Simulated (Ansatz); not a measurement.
One starting cell of MgO (a generated trial cell of MgO in the tenorite structure type) was relaxed twice with Ansatz (plane waves, PAW, scalar-relativistic): with r2SCAN at 500 eV and with PBE at 420 eV. The r2SCAN result:

```
CELL_PARAMETERS angstrom
      0.00000     2.10222     2.10222
      2.10222     0.00000     2.10222
      2.10222     2.10222     0.00000
ATOMIC_POSITIONS crystal
  Mg 0.00000 0.00000 0.00000
  O  0.50000 0.50000 0.50000
```

```
quantity                          r2SCAN    PBE
--------------------------------  ------  -----
space group                        Fm-3m  Fm-3m
volume (Å³/atom)                    9.29    [?]
a (Å)                              4.204    [?]
gap (eV, no spin-orbit coupling)    5.68    [?]
```

**Question.** What does PBE give for the same quantities?

**Answer.** 
- volume (Å³/atom), PBE: 9.62
- a (Å), PBE: 4.254
- gap (eV, no spin-orbit coupling), PBE: 4.46

Both levels end in the same structure; PBE's volume is 3.6 % larger; its gap is 1.22 eV smaller. Neither column is exact.

No spin polarisation in the result.

Measured for MgO: a 4.189 Å (static lattice; corrected from measurement; as listed in Daniel Mejia-Rodriguez, S. B. Trickey, Phys. Rev. B (2018)); gap 8.36 eV (static lattice; corrected from measurement; as listed in Wei Chen et al., Physical Review Materials (2018)). Computed minus measured — a: r2SCAN +0.4 %, PBE +1.6 %; gap: r2SCAN -2.68 eV, PBE -3.90 eV. The computed values are for a static lattice, and a measured gap can be an optical one, lowered by exciton binding.

The run could not lose the symmetry of its start.

Ansatz is a quantum-chemistry and plane-wave program.
